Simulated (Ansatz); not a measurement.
Species: C3H4, charge 1, doublet. C3H4+ (parent SMILES C#CC, doublet).
B3LYP-D3(BJ)/def2-TZVP minimum from Ansatz (a first-principles code):
```xyz
7

C     -1.2082    -0.1470    -0.1356
C      0.1823     0.0036     0.0292
C      1.4078     0.1586     0.1639
H     -1.4579    -0.9690    -0.8144
H     -1.5649     0.7836    -0.6354
H     -1.7356    -0.1960     0.8228
H      2.4675     0.2901     0.2816
```
Charge +1, spin multiplicity 2.

Total energies in aug-cc-pVDZ, 15 correlated electrons, 3 frozen orbitals. Radicals and triplets start from unrestricted determinants; spin-orbit coupling is neglected. Cores are frozen in correlated methods. No relativity. The spin of C3H4+ (parent SMILES C#CC, doublet) was assumed, and the state is the lowest solution found for it.

```tsv
method	program	energy (Eh)	minus CCSDT(Q) (mEh)
HF	Ansatz	-115.54893	410.72
MP2	Ansatz	-115.90423	55.42
CCSD	Ansatz	-115.94288	16.77
CCSD(T)	Ansatz	-115.95741	2.24
CCSDT(Q)	Ansatz	-115.95965	0.00
```

Rough core times of Ansatz's runs on a shared machine: CCSD(T) 2 min, CCSDT(Q) 40 min.
